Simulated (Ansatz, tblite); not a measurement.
**The cluster C₃H₄−: rung by rung**

Aim: run the doublet of the cluster C₃H₄− at one geometry on many levels, and compare frontier levels, spin and run time.

The runs use Ansatz 0.2.0, Gaussian basis; as each input shows.

Plan: GFN1-xTB, GFN2-xTB, PBE-D4/def2-TZVPD, r2SCAN-D4/def2-TZVPD, PBE-QIDH/def2-TZVPD, ωB97X-V/def2-TZVPD, LDA/def2-TZVPD, B97M-V/def2-TZVPD, r2SCAN0-D4/def2-TZVPD, LC-ωPBE/def2-TZVPD, B3LYP-D4/def2-TZVPD, PBE-D4/def2-SVPD, PBE0-D4/def2-SVPD, HF/6-31G, B3LYP-D4/6-31G, CCSD(T)/def2-TZVPPD, MP2/def2-TZVPD, RPA/def2-TZVPD.

## 1. The geometry

The geometry is that of the doublet, from an earlier relaxation (B3LYP-D4/def2-TZVPD). At that level it is the lowest of the isomers that a small search found.

7 atoms, charge -1, spin multiplicity 2.

Bond lengths: C1–C3 1.400 Å, C1–H5 1.111 Å, C2–C3 1.394 Å, C2–H4 1.087 Å, C2–H7 1.086 Å, C3–H6 1.109 Å. Angles: C3–C1–H5 108.5°, C3–C2–H4 122.0°, C3–C2–H7 120.0°, H4–C2–H7 117.9°, C1–C3–C2 125.1°, C1–C3–H6 121.9°, C2–C3–H6 113.0°.

The ion is computed in the gas phase, without counter-ions or solvent.

PBE0-D4/def2-TZVPD was run before; its log isn't repeated, and its numbers join the tables.

## 2. GFN1-xTB

Tight binding, by tblite at 300 K electronic temperature and without a spin-polarisation term:

```python
tblite.interface.Calculator('GFN1-xTB', numbers, positions, charge=-1, uhf=1).singlepoint()
```

Energy -232.0717 eV; 0.002 s.

## 3. GFN2-xTB

Tight binding, by tblite at 300 K electronic temperature and without a spin-polarisation term:

```python
tblite.interface.Calculator('GFN2-xTB', numbers, positions, charge=-1, uhf=1).singlepoint()
```

Energy -229.9226 eV; 0.002 s.

## 4. PBE-D4/def2-TZVPD

start.molden holds the orbitals of an earlier run on this state, given as this run's starting guess.

File in.yaml:

```yaml
crystal:
  periodic: [false, false, false]
  atoms:
    - {symbol: C, position_ang: [1.478787, 0.188034, 0.202434]}
    - {symbol: C, position_ang: [-0.989008, 0.421890, 0.174904]}
    - {symbol: C, position_ang: [0.192224, -0.252898, -0.129735]}
    - {symbol: H, position_ang: [-1.964285, 0.033930, -0.108640]}
    - {symbol: H, position_ang: [2.214246, -0.555206, -0.171605]}
    - {symbol: H, position_ang: [0.021115, -1.202471, -0.677168]}
    - {symbol: H, position_ang: [-0.953079, 1.366720, 0.709821]}
basis:
  gaussian: {orbitals: def2-TZVPD, initial_orbitals: start.molden}
total_charge: -1
magnetization: {spin_polarized: true, initial_magnetization: 1}
hamiltonian: {xc: pbe, dispersion: d4}
scf: {omitted_lower_state_checks: [starts]}
output: {orbitals: {seedname: orbitals}}
```

The run is started by

```
> ansatz run in.yaml --threads 4 --pin off --events-out ev --progress --plain --max-ram 3916MiB
```

Further steps of the session: r2SCAN-D4/def2-TZVPD; PBE-QIDH/def2-TZVPD; ωB97X-V/def2-TZVPD; LDA/def2-TZVPD; B97M-V/def2-TZVPD; r2SCAN0-D4/def2-TZVPD; LC-ωPBE/def2-TZVPD; B3LYP-D4/def2-TZVPD; PBE-D4/def2-SVPD; PBE0-D4/def2-SVPD; HF/6-31G; B3LYP-D4/6-31G; CCSD(T)/def2-TZVPPD; MP2/def2-TZVPD; RPA/def2-TZVPD.

Q: Predict the results of all the runs planned. Wanted: gap in def2-TZVPD, named functionals, smallest and largest; correlation energy, CCSD(T)/def2-TZVPPD; correlation energy, MP2/def2-TZVPD; ⟨S²⟩ in def2-TZVPD, named functionals, smallest and largest; PBE0 total energy, smallest basis above largest.

**Answer**, as computed:

| quantity | value |
| --- | --- |
| gap in def2-TZVPD, named functionals, smallest and largest | 0.64 eV (LDA), 7.62 eV (LC-ωPBE) |
| correlation energy, CCSD(T)/def2-TZVPPD | -14.61 eV |
| correlation energy, MP2/def2-TZVPD | -12.67 eV |
| ⟨S²⟩ in def2-TZVPD, named functionals, smallest and largest | 0.755, 0.802 |
| PBE0 total energy, smallest basis above largest | 3.38 eV (def2-SVPD, def2-TZVPD) |

What this shows: Orbital gaps of the named functionals in def2-TZVPD span 0.64 eV (LDA) to 7.62 eV (LC-ωPBE); exact exchange widens it. Over the named functionals in def2-TZVPD spin contamination reaches 0.05 (LC-ωPBE), which is small. LDA, PBE-D4, r2SCAN-D4, B97M-V, B3LYP-D4, PBE0-D4, r2SCAN0-D4 put the HOMO above zero; others here keep it below zero, so the sign hangs on the functional's self-interaction and doesn't show that the species is unbound. Notes on CCSD(T)/def2-TZVPPD: spin contamination.
